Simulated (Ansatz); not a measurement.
Density of states of CrAu₄ (I4/m, a = 6.478 Å, b = 6.478 Å, c = 4.080 Å, α = 90.00°, β = 90.00°, γ = 90.00°), in states per eV and primitive cell, averaged over bins of 0.4 eV. Method: DFT r2SCAN, scalar-relativistic, plane waves, PAW in Ansatz 0.2.0.

Cutoff 500 eV; k points 10×10×10 on the computed 5-atom cell (Γ-centred); Gaussian smearing, width 0.10 eV; collinear spin from starting moments 4.18 0 0 0 0 μB.

The cell is relaxed at this level. The states (both spins) are summed by tetrahedra on a 15×15×15 mesh at the self-consistent density. Energies are bin centres; the table starts no lower than −8 eV and ends at 6 eV, or lower where the solved bands end.

It is a metal at this level.

```csv
E − E_F (eV),total,Au 5d up,Au 5d down,Cr 3d up,Cr 3d down,Au 6s up,Au 6s down
-7.85,0.92,0.05,0.06,0.00,0.00,0.35,0.36
-7.45,1.16,0.15,0.15,0.01,0.01,0.38,0.39
-7.05,3.26,1.00,0.78,0.06,0.03,0.66,0.58
-6.65,6.40,2.65,2.28,0.11,0.05,0.53,0.58
-6.25,10.27,4.35,4.51,0.18,0.08,0.42,0.45
-5.85,8.09,3.53,3.82,0.13,0.06,0.18,0.22
-5.45,8.27,3.83,3.83,0.12,0.05,0.12,0.16
-5.05,9.12,4.27,4.25,0.12,0.05,0.13,0.13
-4.65,11.04,5.14,5.15,0.14,0.04,0.17,0.17
-4.25,9.29,4.28,4.23,0.19,0.04,0.16,0.15
-3.85,8.83,3.97,4.03,0.27,0.06,0.16,0.14
-3.45,10.21,4.80,4.57,0.27,0.07,0.14,0.16
-3.05,7.49,3.01,3.76,0.25,0.07,0.11,0.13
-2.65,6.43,2.73,3.16,0.18,0.04,0.09,0.09
-2.25,4.84,1.97,2.23,0.23,0.02,0.16,0.12
-1.85,3.47,1.08,0.62,0.96,0.03,0.37,0.25
-1.45,3.02,0.43,0.46,1.34,0.06,0.15,0.34
-1.05,2.68,0.34,0.28,1.47,0.09,0.04,0.30
-0.65,5.64,0.85,0.19,3.92,0.10,0.09,0.26
-0.25,2.78,0.33,0.15,1.31,0.14,0.19,0.23
0.15,1.81,0.17,0.12,0.40,0.17,0.24,0.19
0.55,1.52,0.14,0.09,0.23,0.16,0.26,0.15
0.95,1.36,0.12,0.06,0.14,0.16,0.27,0.11
1.35,1.22,0.10,0.05,0.09,0.12,0.29,0.08
1.75,1.54,0.08,0.10,0.06,0.23,0.28,0.23
2.15,1.90,0.06,0.14,0.04,0.49,0.21,0.30
2.55,1.93,0.04,0.11,0.04,0.75,0.21,0.17
2.95,2.64,0.04,0.14,0.03,1.29,0.27,0.18
3.35,4.93,0.05,0.23,0.03,3.26,0.34,0.20
3.75,2.21,0.05,0.05,0.02,1.22,0.32,0.04
4.15,2.39,0.04,0.05,0.02,1.10,0.28,0.20
4.55,1.76,0.03,0.03,0.01,0.49,0.21,0.19
4.95,1.85,0.02,0.03,0.01,0.45,0.17,0.28
5.35,2.12,0.02,0.03,0.01,0.47,0.18,0.37
5.75,1.95,0.02,0.02,0.01,0.27,0.19,0.24
```

The columns after the total are the main Löwdin projections on the occupied valence shells of the potentials; 2 others are left out. The rest of the total lies in those, in shells that are empty in the free atom, which aren't projected, and between the atoms.

The state reached may not be the lowest one. Spin-orbit coupling is left out, which matters for the bands of heavy elements. Only parallel moments were tried here.

Only this magnetic start was tried.

Whether CrAu4 exists in this form wasn't checked.

Cost: 1 run of about 5.7 core-minutes, on Intel Xeon Platinum 8559C (Emerald Rapids) (shared hosts).